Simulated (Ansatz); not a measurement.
# Carbon monoxide (CO): how energies converge with the basis set

One table from this session's results is given with a row withheld; the runs are named, their logs left out.

Program: Ansatz 0.2.0, Gaussian basis. Level of theory: one geometry, several basis sets. These are calculated values, not measurements.

Levels to be run: PBE0-D4/def2-SVP; ωB97M-V/def2-SVP; PBE0-D4/def2-QZVPP; ωB97M-V/def2-QZVPP; CCSD(T)/cc-pV(D+d)Z; CCSD(T)/cc-pV(T+d)Z; CCSD(T)/cc-pV(Q+d)Z; the functionals' def2-TZVPP values are taken from earlier runs.

**The relaxed structure**

All runs share one geometry, relaxed beforehand with PBE0-D4 in a triple-zeta def2 set.

SMILES `[C-]#[O+]`, 2 atoms, charge 0, spin multiplicity 1.

Atoms are counted from 1 here; the program's logs count them from 0.

Bond lengths: C1–O2 1.123 Å.

As a file:

```xyz
2
charge 0, multiplicity 1
C     0.4799   -0.1551    0.2472
O    -0.4799    0.1551   -0.2472
```

Set-up of the first run:

The input, in.yaml:

```yaml
crystal:
  periodic: [false, false, false]
  atoms:
    - {symbol: C, position_ang: [0.479925, -0.155065, 0.247237]}
    - {symbol: O, position_ang: [-0.479925, 0.155065, -0.247237]}
basis:
  gaussian: {orbitals: def2-SVP}
hamiltonian: {xc: pbe0, dispersion: d4}
output: {orbitals: {seedname: orbitals}}
```

Run with:

```bash
$ ansatz run in.yaml --threads 2 --pin off --events-out ev --progress --plain --max-ram 32768MiB --backend cpu
```

Among the steps run: PBE0-D4 in def2-SVP; ωB97M-V in def2-SVP; PBE0-D4 in def2-QZVPP; ωB97M-V in def2-QZVPP.

One of the session's tables, all rows but one given; the rest of the session is left out.

It belongs to the step «Functionals by basis». 

```
functional       basis  HOMO (eV)  LUMO (eV)
   PBE0-D4    def2-SVP     -10.54      -0.44
   PBE0-D4  def2-TZVPP          ?          ?
   PBE0-D4  def2-QZVPP     -10.72      -0.68
   ωB97M-V    def2-SVP     -13.00       2.13
   ωB97M-V  def2-TZVPP     -13.24       1.77
   ωB97M-V  def2-QZVPP     -13.25       1.61
```

Q: Estimate the row for PBE0-D4, def2-TZVPP from the others.

**Answer.** HOMO (eV): -10.71; LUMO (eV): -0.62. In the column «HOMO (eV)» it lies between PBE0-D4, def2-QZVPP (-10.72) and PBE0-D4, def2-SVP (-10.54).
